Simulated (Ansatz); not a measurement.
**CH2 (triplet): the correlation ladder at distance C1–H2 = 1.499 Å, cc-pVDZ**

Aim: climb from Hartree-Fock through coupled cluster and multireference methods for CH2 (triplet) at one geometry and basis, and see what each rung misses.

Method: cc-pVDZ, core rule «outside noble gas», up to 1 orbitals frozen; program: Ansatz 0.2.0, Gaussian basis.

To be run: UHF; CCSD(T) on ROHF; CCSD(T) on UHF; BCCD(T) on ROHF; CISD; CCSDT(Q) on ROHF; CCSDT(Q) on UHF; CASSCF and MRCISD+Q, 4 electrons in 4 orbitals; CASSCF and NEVPT2, 4 electrons in 4 orbitals; CASSCF and MRCISD+Q, 6 electrons in 6 orbitals; CASSCF and NEVPT2, 6 electrons in 6 orbitals; Full CI.

20 further runs of the same task are left out: 13 that didn't finish, 7 set aside as unsound or not needed.

### Step 1. The system

The geometry derives from a PBE0/def2-TZVP stationary point (not a proven minimum). One bond is set to the value named and the two fragments are kept rigid.

3 atoms, charge 0, spin multiplicity 3.

Atoms are counted from 1 here; the program's logs count them from 0.

Bond lengths: C1–H3 1.079 Å.

### Step 2. UHF

File in.yaml:

```yaml
crystal:
  periodic: [false, false, false]
  atoms:
    - {symbol: C, position_ang: [0.000000, -0.071162, 0.027869]}
    - {symbol: H, position_ang: [0.000000, 0.504667, -1.356119]}
    - {symbol: H, position_ang: [0.000000, 0.343306, 1.024030]}
basis:
  gaussian: {orbitals: cc-pVDZ}
magnetization: {spin_polarized: true, initial_magnetization: 2}
hamiltonian: {xc: hf}
output: {orbitals: {seedname: orbitals}}
```

Run with:

```console
ansatz run in.yaml --threads 1 --pin off --events-out ev --progress --plain --max-ram 2393MiB
```

The runs that follow: CCSD(T) on ROHF; CCSD(T) on UHF; BCCD(T) on ROHF; CISD; CCSDT(Q) on ROHF; CCSDT(Q) on UHF; CASSCF and MRCISD+Q, 4 electrons in 4 orbitals; CASSCF and NEVPT2, 4 electrons in 4 orbitals; CASSCF and MRCISD+Q, 6 electrons in 6 orbitals; CASSCF and NEVPT2, 6 electrons in 6 orbitals; Full CI.

Before running them: what should the planned runs give, taken together? Wanted: FCI below the RHF energy; RMP2 from FCI; UMP2 from FCI; RCCSD from FCI; RCCSD(T) from FCI; UCCSD(T) from FCI; RCCSDT(Q) from FCI; UCCSDT(Q) from FCI; NEVPT2 pair from FCI.

**Answer**, as computed:

```
                         quantity                                                                                               value
         FCI below the RHF energy                                                                                          -3.5516 eV
                    RMP2 from FCI                                                                                        +73.2 kJ/mol
                    UMP2 from FCI                                                                                        +74.0 kJ/mol
                   RCCSD from FCI                                                                                         +8.7 kJ/mol
                RCCSD(T) from FCI                                                                                         +2.0 kJ/mol
                UCCSD(T) from FCI                                                                                         +2.0 kJ/mol
               RCCSDT(Q) from FCI                                                                                          0.0 kJ/mol
               UCCSDT(Q) from FCI                                                                                          0.0 kJ/mol
             NEVPT2 pair from FCI                                                                                        +55.9 kJ/mol
           MRCISD+Q pair from FCI                                                                                         +0.6 kJ/mol
          NEVPT2 valence from FCI                                                                                        +47.8 kJ/mol
levels within 1 kcal/mol (43 meV)  RCCSD(T), UCCSD(T), BCCD(T), RCCSDT, UCCSDT, RCCSDT(Q), UCCSDT(Q), MRCISD+Q pair, MRCISD+Q valence
                    T1 diagnostic                                                                                               0.025
   effectively unpaired electrons                                                                                                2.05
```

What this shows: RCCSD(T) misses by +2.0 kJ/mol, 0.6 % of the correlation energy. One determinant dominates. Of the multireference levels listed MRCISD+Q pair comes nearest in total energy (+0.6 kJ/mol), which doesn't show that its space is the better one. These misses are within one basis, not against nature; the frozen cores of restricted and unrestricted runs differ, which can shift their rows.
